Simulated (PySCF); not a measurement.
What binds SiCl⁻: the parts of the energy along the bond

State: ³Σ⁻, triplet, unpaired electrons π ↑↑. ROHF-based CCSD(T) in PySCF 2.14 with Si aug-cc-pV(D+d)Z, Cl aug-cc-pV(D+d)Z and Si aug-cc-pV(T+d)Z, Cl aug-cc-pV(T+d)Z (frozen core orbitals: 10; no relativity). Correlation energies are extrapolated as n⁻³ (n = 2, 3), Hartree–Fock as (n+1)·exp(−9√n). SR is the spin-free X2C energy in Si cc-pVTZ-DK, Cl cc-pVTZ-DK less the non-relativistic one in Si cc-pVTZ, Cl cc-pVTZ. All energies in eV from Si + Cl⁻.

```json
{"R (Å)": "1.9950", "HF/CBS": "-1.122", "CCSD corr.": "-0.472", "(T)": "-0.0887", "SR": "0.0047", "total": "-1.678"}
{"R (Å)": "2.0857", "HF/CBS": "-1.384", "CCSD corr.": "-0.447", "(T)": "-0.0894", "SR": "0.0050", "total": "-1.915"}
{"R (Å)": "2.1763", "HF/CBS": "-1.513", "CCSD corr.": "-0.424", "(T)": "-0.0900", "SR": "0.0049", "total": "-2.022"}
{"R (Å)": "2.2670", "HF/CBS": "-1.555", "CCSD corr.": "-0.400", "(T)": "-0.0905", "SR": "0.0044", "total": "-2.041"}
{"R (Å)": "2.3577", "HF/CBS": "-1.539", "CCSD corr.": "-0.376", "(T)": "-0.0906", "SR": "0.0038", "total": "-2.002"}
{"R (Å)": "2.4711", "HF/CBS": "-1.470", "CCSD corr.": "-0.345", "(T)": "-0.0898", "SR": "0.0031", "total": "-1.902"}
{"R (Å)": "2.5844", "HF/CBS": "-1.372", "CCSD corr.": "-0.314", "(T)": "-0.0878", "SR": "0.0025", "total": "-1.771"}
```

A fit to the total gives Re = 2.2456 Å, De = 2.042 eV, ωe = 366.6 cm⁻¹, Be = 0.2151 cm⁻¹ (masses 27.9769 and 34.9689 u).

At R = 2.2670 Å the CCSD correlation energy is -0.255018 hartree in the smaller basis and -0.315137 in the larger. Extrapolate it.

(3³·E3 − 2³·E2)/(3³ − 2³) = -0.34045 hartree; the larger basis holds 92.6 % of it.

The T1 diagnostic is 0.018. The state was picked by a PBE0 search and need not be the measured ground state. Spin–orbit coupling, excitations beyond (T) and corrections to the Born–Oppenheimer picture are left out.
